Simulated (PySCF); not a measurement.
# Ionising CN

ROHF-CCSD; basis C def2-SVPD, N def2-SVPD; no relativity; PySCF 2.14. Neutral (ROHF): doublet (σ ↑), Re = 1.177 Å, ωe = 2159 cm⁻¹, De = 6.92 eV.

CN⁻ (RHF): singlet (closed shell), Re = 1.182 Å, ωe = 2168 cm⁻¹. The energies at the minima are -92.40301 hartree for CN and -92.53145 for CN⁻.

Task: Work out the adiabatic electron affinity, without and with harmonic zero-point energies (1 hartree = 27.2114 eV, 1 eV = 8065.5 cm⁻¹), and the change of the bond length.

Result: At CCSD: 0.12844 hartree = 3.495 eV between the minima; the zero-point term (2159.0 − 2168.0)/2 cm⁻¹ = -0.001 eV makes it 3.494 eV. Re changes by +0.5 pm against the neutral. The electron enters a σ orbital, and the small change of length marks it as nearly non-bonding.

Correlated steps freeze 2 core orbitals. Correlated levels converge slowly with the basis: in double zeta they bind strong bonds too weakly, by up to about 1 eV, and carry superposition errors of some tenths. The CCSD T1 diagnostic is raised in CN, a sign that a single reference may not be enough there. States were picked by a PBE0 search and need not be the measured ground states.
